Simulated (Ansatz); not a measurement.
Worked example: BF, triplet against BF, singlet

Geometry (PBE0/def2-TZVP stationary point of a singlet), kept for both states (BF, singlet: Σ⁺; BF, triplet: Π):

```xyz
2

B     0.0000    0.0000    0.0000
F     0.0000    0.0000    1.2631
```

Basis cc-pVDZ; Ansatz 0.2.0. Only valence electrons are correlated (noble-gas cores frozen). Prefix R: restricted or restricted open-shell reference; prefix U: unrestricted.

Full CI isn't at hand for all of this; UCCSDT(Q) serves as the reference, and is uncertain by the last step of the cluster series or more.

```tsv
level	E(BF, singlet) (hartree)	E(BF, triplet) (hartree)
UHF	-124.107478	-124.010488
UMP2	-124.357206	-124.231615
UCCSD(T)	-124.379179	-124.242286
PBE	-124.523373	-124.399158
B3LYP	-124.666113	-124.536415
UCCSDT(Q)	-124.380170	-124.243083
```

Give the vertical gap, BF triplet less BF singlet, at each level in eV (1 hartree = 27.2114 eV), and each error against UCCSDT(Q).

UCCSDT(Q): (-124.243083 − (-124.380170)) × 27.2114 = 3.730 eV (the reference)
B3LYP: (-124.536415 − (-124.666113)) × 27.2114 = 3.529 eV, error -0.201 eV
PBE: (-124.399158 − (-124.523373)) × 27.2114 = 3.380 eV, error -0.350 eV
UCCSD(T): (-124.242286 − (-124.379179)) × 27.2114 = 3.725 eV, error -0.005 eV
UMP2: (-124.231615 − (-124.357206)) × 27.2114 = 3.418 eV, error -0.312 eV
UHF: (-124.010488 − (-124.107478)) × 27.2114 = 2.639 eV, error -1.091 eV

Total energies of functionals can't be set beside those of wave-function methods, since they hold the core's correlation and their own absolute errors; only the differences compare.

In so small a basis the reference is far from its limit while semilocal and hybrid functionals are nearer theirs, so the functionals' errors here hold much of the reference's basis and frozen-core error, which can add to them or hide them.

Each level lands on the state that its own search finds. T1 diagnostics of restricted CCSD: 0.017 and 0.020.
